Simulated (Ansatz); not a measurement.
Predict the output of the script below (Ansatz 0.2.0, Python API).

The script, `c2h3o.py`:
```python
# -*- coding: utf-8 -*-
import ansatz as az
import numpy as np
from rdkit import Chem
from rdkit.Chem import AllChem

SETTINGS = {
    "basis_set": "def2-SVPD",
    "xc": "hf",
    "charge": 1,
}


def main():
    rd = Chem.AddHs(Chem.MolFromSmiles("CC#[O+]"))
    AllChem.EmbedMolecule(rd, randomSeed=530)
    AllChem.UFFOptimizeMolecule(rd)
    mol = az.Crystal.molecule()
    for atom, xyz in zip(rd.GetAtoms(), rd.GetConformer().GetPositions()):
        mol = mol.atom(atom.GetSymbol(), xyz.round(5).tolist())

    base = (
        mol.calculation()
        .basis(gaussian=SETTINGS["basis_set"])
        .functional(SETTINGS["xc"])
        .charge(SETTINGS["charge"])
        .forces()
    )
    centre = np.mean([site.position_ang for site in mol.cartesian_sites], axis=0)
    field = 2 * 14.399645 * 4.0 / 30.0 ** 2


    def dipole(axis, sign):
        arm = 30.0 * np.eye(3)[axis]
        pair = [{"charge": sign * 4.0, "position_ang": (centre - arm).tolist()}, {"charge": -sign * 4.0, "position_ang": (centre + arm).tolist()}]
        deck = base.input().set(az.key.basis.gaussian.point_charges, pair)
        return np.array(az.Session.from_dict(deck).plan().execute().report["charge_distribution"]["dipole_moment_e_ang"])


    print(f"field {field:.4f} V/A")
    alpha = np.array([(dipole(axis, 1) - dipole(axis, -1)) / (2 * field) * 14.399645 for axis in range(3)])
    print("polarisability tensor (A^3)")
    print(np.array2string(alpha, precision=3, suppress_small=True))
    print(f"mean {np.trace(alpha) / 3:.3f} A^3 = {np.trace(alpha) / 3 / 0.14818471:.2f} bohr^3")


if __name__ == "__main__":
    main()
```

```console
$ python c2h3o.py
field 0.1280 V/A
polarisability tensor (A^3)
[[ 4.31  -0.005 -0.004]
 [-0.005  2.547  0.   ]
 [-0.005  0.     2.547]]
mean 3.135 A^3 = 21.15 bohr^3
```

The geometry is a force-field or estimated start, not a minimum of this method, and the basis set is short of its limit. The field of two point charges is only nearly even. Timing: 5.6 s on 1 thread of Arm Neoverse V2 (shared host), peak memory 0.25 GiB.
